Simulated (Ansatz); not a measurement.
fcc Pb, treated with rVV10 in Ansatz (PAW).

Run with plane-wave cutoff 520 eV, 20×20×20 k mesh, Fermi–Dirac smearing 0.05 eV, scalar-relativistic PAW data made under PBE.

Computed at the level's own relaxed cell.

Q: Give the computed equilibrium volume per atom, bulk modulus B0, lattice constant a and pressure derivative B′ of the bulk modulus.

A: 
* **equilibrium volume per atom**: 32.43 Å³/atom
* **bulk modulus B0**: 40.8 GPa
* **lattice constant a**: 5.062 Å
* **pressure derivative B′ of the bulk modulus**: 4.5

The run finds no gap.

Measured, for comparison: equilibrium volume per atom 29.45 Å³/atom (low-temperature or extrapolated to 0 K; zero-point anharmonic expansion removed; as tabulated in Csonka et al. (2009), arXiv:0903.4037); bulk modulus 47 GPa (corrected for temperature and zero-point phonon effects; as tabulated in Levämäki et al. (2014), arXiv:1402.3671); lattice constant a 4.902 Å (low-temperature or extrapolated to 0 K; zero-point anharmonic expansion removed, our sources range from 4.902 to 4.912; as tabulated in Csonka et al. (2009), arXiv:0903.4037). Computed (rounded) less measured: equilibrium volume per atom +10.1 %, bulk modulus -13 %, lattice constant a +3.3 % (+3.1 % to +3.3 % over the range).

Spin–orbit coupling is not included; it can shift volumes and moduli of such heavy elements.

Static lattice: no zero-point or thermal effects.

The result took very roughly 30 core-seconds.

Ansatz is a first-principles code.
